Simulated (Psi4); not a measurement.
# HCl (hydrogen chloride) at PBE/def2-TZVPPD

What is the vertical ionisation energy of HCl (hydrogen chloride) at PBE/def2-TZVPPD? 

Program for the calculation: Psi4 1.11.

1 further run of the same task is left out (it didn't finish).

**1. The system as given**

HCl: 2 atoms, total charge 0, spin state singlet. As SMILES, `Cl`. The coordinates come from a PBE0-D4/def2-TZVP relaxation.

Bond lengths: Cl1–H2 1.279 Å.

**2. Energy and forces at PBE/def2-TZVPPD**

Input file clh.xyz:

```xyz
2
ClH
Cl     0.546000    -0.178500     0.280800
H     -0.546000     0.178500    -0.280800
```

Input file run.py:

```python
import psi4

psi4.set_memory(1600000000)
psi4.set_num_threads(1)
psi4.core.set_output_file('output.dat', False)

with open('clh.xyz') as f:
    atoms = ''.join(f.readlines()[2:])
mol = psi4.geometry('0 1\n' + atoms + 'symmetry c1')

options = {'basis': 'def2-TZVPPD', 'puream': True, 'e_convergence': 1e-09, 'd_convergence': 1e-08, 'scf_type': 'pk', 'dft_radial_points': 99, 'dft_spherical_points': 590}
psi4.set_options(options)

energy_value, wavefunction = psi4.gradient("pbe", molecule=mol, return_wfn=True)
psi4.oeprop(wavefunction, "QUADRUPOLE", "MULLIKEN_CHARGES", "MAYER_INDICES", title="PBE")
print('gradient / Eh bohr^-1')
print(energy_value.np.round(6))
print(f'energy = {wavefunction.energy():.10f} Eh')
```

The run is started by

```console
$ python run.py
```

output.dat:

```text
[...]
  Running in c1 symmetry.
[...]
  Nuclear repulsion =    7.034776949773979
[...]
  Multiplicity = 1
[...]
  Nalpha       = 9
  Nbeta        = 9
[...]
    Number of basis functions: 68
[...]
   @RKS iter   1:  -460.59366967841453   -5.75796e-02   5.07443e-03 ADIIS/DIIS
[...]
   @RKS iter   9:  -460.62908027305735   -4.54747e-13   4.59938e-10 DIIS
[...]
    Orbital Energies [Eh]
    ---------------------
    Doubly Occupied:
       1A   -100.670790     2A     -9.185418     3A     -7.008603
       4A     -6.998447     5A     -6.998447     6A     -0.775403
       7A     -0.432785     8A     -0.295521     9A     -0.295521
[...]
  @RKS Final Energy:  -460.62908027305735
   => Energetics <=
    Nuclear Repulsion Energy =              7.0347769497739794
    One-Electron Energy =                -649.9233228439699133
    Two-Electron Energy =                 210.6616618732080894
    DFT Exchange-Correlation Energy =     -28.4021962520696007
    Empirical Dispersion Energy =           0.0000000000000000
    VV10 Nonlocal Energy =                  0.0000000000000000
    Total Energy =                       -460.6290802730573546
[...]
  -Total Gradient:
     Atom            X                  Y                   Z
    ------   -----------------  -----------------  -----------------
       1       -0.000000000000     0.000000000000    -0.005962465871
       2       -0.000000000000    -0.000000000000     0.005962704718
[...]
 Multipole Moments:
 ------------------------------------------------------------------------------------
     Multipole            Electronic (a.u.)      Nuclear  (a.u.)        Total (a.u.)
 ------------------------------------------------------------------------------------
 L = 1.  Multiply by 2.5417464519 to convert [e a0] to [Debye]
 Dipole X            :          0.0000000            0.0000000            0.0000000
 Dipole Y            :          0.0000000           -0.0000000            0.0000000
 Dipole Z            :          0.7751762           -1.1980385           -0.4228623
 Magnitude           :                                                    0.4228623
 L = 2.  Multiply by 1.3450342976 to convert [e a0^2] to [Debye ang]
 Quadrupole XX       :        -10.4867264            0.0000000          -10.4867264
 Quadrupole XY       :         -0.0000000           -0.0000000           -0.0000000
[...]
  Mulliken Charges: (a.u.)
   Center  Symbol    Alpha    Beta     Spin     Total
       1    CL     8.60973  8.60973  0.00000 -0.21946
       2     H     0.39027  0.39027  0.00000  0.21946
   Total alpha =  9.00000, Total beta =  9.00000, Total charge = -0.00000
  Mayer Bond Indices:
[...]
```

The script printed:

```text
gradient / Eh bohr^-1
[[-0.        0.       -0.005962]
 [-0.       -0.        0.005963]]
energy = -460.6290802731 Eh
```

Wall time 7.5 s (1 thread of Intel Xeon Platinum 8259CL at 2.50GHz (Skylake/Cascade Lake), shared host); peak memory 0.46 GiB.

**3. The doublet cation, same level**

clh.xyz is that of step 2.

Input file run.py:

```python
import numpy as np
from ase.calculators.psi4 import Psi4
from ase.io import read

atoms = read('clh.xyz')
calc = Psi4(atoms=atoms, method='pbe', basis='def2-TZVPPD', memory='1600MB', num_threads=1, charge=1, multiplicity=2, label='psi4-calc', reference='uks')
calc.psi4.set_options({'puream': True, 'e_convergence': 1e-09, 'd_convergence': 1e-08, 'scf_type': 'pk', 'dft_radial_points': 99, 'dft_spherical_points': 590, 'maxiter': 100})
atoms.calc = calc

forces = atoms.get_forces()
print(f'energy: {atoms.get_potential_energy():.6f} eV')
print('forces / eV A^-1')
print(np.round(forces, 5))
```

The run is started by

```console
$ python run.py
```

psi4-calc.dat:

```text
[...]
  Running in c1 symmetry.
[...]
  Nuclear repulsion =    7.034776949773978
[...]
  Multiplicity = 2
[...]
  Nalpha       = 9
  Nbeta        = 8
[...]
    Number of basis functions: 68
[...]
   @UKS iter   1:  -460.15116540610063    3.84924e-01   2.80658e-03 ADIIS/DIIS
[...]
   @UKS iter   9:  -460.16141620361452   -2.18847e-11   8.20185e-09 DIIS
[...]
   @S^2 Observed:                7.534515399E-01
[...]
    Orbital Energies [Eh]
    ---------------------
    Alpha Occupied:
       1A   -101.121913     2A     -9.628664     3A     -7.460248
       4A     -7.446087     5A     -7.435115     6A     -1.188703
       7A     -0.806554     8A     -0.730432     9A     -0.672282
    Alpha Virtual:
      10A     -0.341458    11A     -0.201518    12A     -0.175658
      13A     -0.154296    14A     -0.138453    15A     -0.134515
      16A     -0.131543    17A     -0.131193    18A     -0.121249
      19A      0.011776    20A      0.025288    21A      0.047716
      22A      0.057013    23A      0.150978    24A      0.159542
      25A      0.181874    26A      0.187970    27A      0.188995
[...]
  @UKS Final Energy:  -460.16141620361452
   => Energetics <=
    Nuclear Repulsion Energy =              7.0347769497739776
    One-Electron Energy =                -642.3932047953697975
    Two-Electron Energy =                 203.2776073512121400
    DFT Exchange-Correlation Energy =     -28.0805957092309413
    Empirical Dispersion Energy =           0.0000000000000000
    VV10 Nonlocal Energy =                  0.0000000000000000
    Total Energy =                       -460.1614162036145217
[...]
 Multipole Moments:
 ------------------------------------------------------------------------------------
     Multipole            Electronic (a.u.)      Nuclear  (a.u.)        Total (a.u.)
 ------------------------------------------------------------------------------------
 L = 1.  Multiply by 2.5417464519 to convert [e a0] to [Debye]
 Dipole X            :          0.4923213           -1.0230426           -0.5307212
 Dipole Y            :         -0.1609512            0.3344562            0.1735050
 Dipole Z            :          0.2531938           -0.5261362           -0.2729424
 Magnitude           :                                                    0.6215035
[...]
  -Total Gradient:
     Atom            X                  Y                   Z
    ------   -----------------  -----------------  -----------------
       1       -0.024914477335     0.008145117599    -0.012813159777
       2        0.024914647956    -0.008145173378     0.012813247525
[...]
```

On the terminal:

```text
energy: -12521.629930 eV
forces / eV A^-1
[[ 1.28115 -0.41884  0.65888]
 [-1.28116  0.41884 -0.65888]]
```

It took 9.6 s on 1 thread of Intel Xeon Platinum 8259CL at 2.50GHz (Skylake/Cascade Lake), shared host; peak memory 0.47 GiB.

**4. Outcome**

Level: PBE/def2-TZVPPD.

```
                                          quantity          value
                         singlet HCl: total energy  -460.62908 Eh
                        singlet HCl: dipole moment         1.07 D
                          singlet HCl: HOMO energy       -8.04 eV
                          singlet HCl: LUMO energy       -0.98 eV
                        singlet HCl: HOMO–LUMO gap        7.06 eV
             singlet HCl: largest force on an atom     0.307 eV/Å
                      doublet cation: total energy  -460.16142 Eh
doublet cation: HOMO energy (highest over α and β)      -17.85 eV
 doublet cation: LUMO energy (lowest over α and β)      -17.39 eV
                              doublet cation: ⟨S²⟩          0.753
          doublet cation: largest force on an atom     1.500 eV/Å
vertical ionisation energy (to the doublet cation)      12.726 eV
```

What this shows: Removing an electron at fixed nuclei costs 12.73 eV (1228 kJ/mol). The largest force (singlet HCl) is 0.31 eV/Å: the shape isn't a stationary point for this species at this level. −ε(HOMO) before ionisation, 8.04 eV, is 4.68 eV below this ionisation energy.
